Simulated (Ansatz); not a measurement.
**C₃H₆FN: small, medium and large basis sets**

An exercise on one series of results from a longer session: the logs are not shown, and one member is left open.

Method: one geometry, several basis sets; program: Ansatz 0.2.0, Gaussian basis.

Plan: PBE0-D4/def2-SVP; ωB97M-V/def2-SVP; PBE0-D4/def2-QZVPP; ωB97M-V/def2-QZVPP; the functionals' def2-TZVPP values are taken from earlier runs.

### The relaxed structure

The geometry comes from an earlier relaxation with PBE0-D4 in a triple-zeta def2 set; it is a stationary point, not always the lowest conformer.

11 atoms, charge 0, spin multiplicity 1.

Atoms are counted from 1 here; the program's logs count them from 0.

Bond lengths: C1–C2 1.329 Å, C1–H6 1.080 Å, C1–H7 1.079 Å, C2–F3 1.340 Å, C2–N4 1.370 Å, N4–C5 1.451 Å, N4–H8 1.008 Å, C5–H9 1.090 Å, C5–H10 1.098 Å, C5–H11 1.089 Å. Angles: C2–C1–H6 120.4°, C2–C1–H7 120.2°, H6–C1–H7 119.4°, C1–C2–F3 119.9°, C1–C2–N4 128.8°, F3–C2–N4 111.2°, C2–N4–C5 119.4°, C2–N4–H8 111.6°, C5–N4–H8 114.1°, N4–C5–H9 108.7°, N4–C5–H10 113.2°, N4–C5–H11 109.6°, H9–C5–H10 108.8°, H9–C5–H11 107.9°, H10–C5–H11 108.5°.

Geometry (Å):

```xyz
11

C    -1.8233    0.7460   -0.0202
C    -0.5021    0.6554   -0.1314
F     0.2631    1.7314    0.0946
N     0.2560   -0.4178   -0.5208
C     1.4806   -0.7218    0.1952
H    -2.4440   -0.1293   -0.1435
H    -2.2879    1.7030    0.1613
H    -0.3158   -1.2235   -0.7188
H     2.0008   -1.5251   -0.3264
H     1.3086   -1.0279    1.2353
H     2.1293    0.1524    0.1954
```

The first run:

in.yaml reads:

```yaml
crystal:
  periodic: [false, false, false]
  atoms:
    - {symbol: C, position_ang: [-1.823303, 0.746049, -0.020231]}
    - {symbol: C, position_ang: [-0.502142, 0.655397, -0.131437]}
    - {symbol: F, position_ang: [0.263128, 1.731422, 0.094613]}
    - {symbol: N, position_ang: [0.256011, -0.417806, -0.520815]}
    - {symbol: C, position_ang: [1.480636, -0.721804, 0.195183]}
    - {symbol: H, position_ang: [-2.444037, -0.129314, -0.143524]}
    - {symbol: H, position_ang: [-2.287943, 1.703039, 0.161349]}
    - {symbol: H, position_ang: [-0.315793, -1.223528, -0.718771]}
    - {symbol: H, position_ang: [2.000758, -1.525076, -0.326416]}
    - {symbol: H, position_ang: [1.308633, -1.027852, 1.235305]}
    - {symbol: H, position_ang: [2.129349, 0.152375, 0.195444]}
basis:
  gaussian: {orbitals: def2-SVP}
hamiltonian: {xc: pbe0, dispersion: d4}
output: {orbitals: {seedname: orbitals}}
```

Steps of the session up to this table: PBE0-D4 in def2-SVP; ωB97M-V in def2-SVP; PBE0-D4 in def2-QZVPP; ωB97M-V in def2-QZVPP.

One table of the session follows, with a row left open; its other results are not shown here.

It belongs to the step «Functionals by basis». 

| functional | basis | HOMO (eV) | LUMO (eV) |
| --- | --- | --- | --- |
| PBE0-D4 | def2-SVP | ? | ? |
| PBE0-D4 | def2-TZVPP | -6.20 | 0.89 |
| PBE0-D4 | def2-QZVPP | -6.23 | 0.47 |
| ωB97M-V | def2-SVP | -8.27 | 3.24 |
| ωB97M-V | def2-TZVPP | -8.42 | 2.41 |
| ωB97M-V | def2-QZVPP | -8.45 | 1.61 |

**Question.** Estimate the row for PBE0-D4, def2-SVP.

As computed: HOMO (eV): -6.06; LUMO (eV): 1.31. In the column «HOMO (eV)» it is the highest.
